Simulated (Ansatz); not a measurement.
# hcp Er

Method: rVV10 (Ansatz, a first-principles code, PAW).

Numerical settings: plane-wave cutoff 500 eV, 24×24×14 k mesh (along the axes of the cell as run), Fermi–Dirac smearing 0.1 eV, spin-polarised with parallel moments, scalar-relativistic PAW data made under PBE.

Cell (relaxed at this level):

```xyz
2
Lattice="1.8173 -3.1477 0.0000 1.8173 3.1477 0.0000 0.0000 0.0000 5.7868" Properties=species:S:1:pos:R:3 pbc="T T T"
Er     1.8173     1.0492     1.4467
Er     1.8173    -1.0492     4.3401
```

| Quantity | Value |
|---|---|
| magnetic moment per atom (the cell's total over its atoms) | 2.65 μB |

Note: the 4f shell is treated without U or exact exchange, so its levels and filling can be wrong; the collinear magnetic order is the start's and need not be the measured one.

Moments are spin moments.

Spin–orbit coupling is not included.

The computed numbers hold no vibrational or temperature effects.
